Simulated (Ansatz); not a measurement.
## Bend profile

C₃H (SMILES C1#C[CH-]1) (charge -1), closed shell, at its PBE0-D4/def2-TZVPD minimum:

```
4
angstrom
C 1.0417 -0.2996 0.3040
C -0.2254 -0.2877 1.0648
C -0.1462 0.1052 -0.2451
H -0.6701 0.4821 -1.1237
```

The angle H4–C3–C1 (147.4° at the minimum) is set to the values below, H4, with anything bonded beyond it, turning rigidly in the plane of the angle. Each method's energies count from its own value at the PBE0-D4 minimum structure. Computed with Ansatz 0.2.0 (basis: def2-TZVPPD); correlated methods freeze the cores. B3LYP uses VWN-RPA correlation.

CCSD(T) energies along the scan:
| angle (°) | CCSD(T) (kcal/mol) |
| --- | --- |
| 117.4 | 9.68 |
| 124.9 | 5.47 |
| 132.4 | 2.43 |
| 139.9 | 0.60 |
| 147.4 | 0.00 |
| 154.9 | 0.62 |
| 162.4 | 2.46 |
| 169.9 | 5.52 |
| 177.4 | 9.73 |
They count from the CCSD(T) energy at the PBE0-D4 minimum.

Largest difference from the CCSD(T) curve over the scan: r2SCAN-D4 0.59; B3LYP-D4 0.24; HF 1.97; MP2 0.17 kcal/mol. Each curve counts from its own value at the minimum.

T1 diagnostic: at most 0.014.

For scale, one of the runs: CCSD(T)/def2-TZVPPD, 128 basis functions (an equivalent command: `ansatz run in.yaml --threads 2`). Hardware: 2 CPU threads, shared host. Wall time 5 s; peak host memory 0.62 GiB.
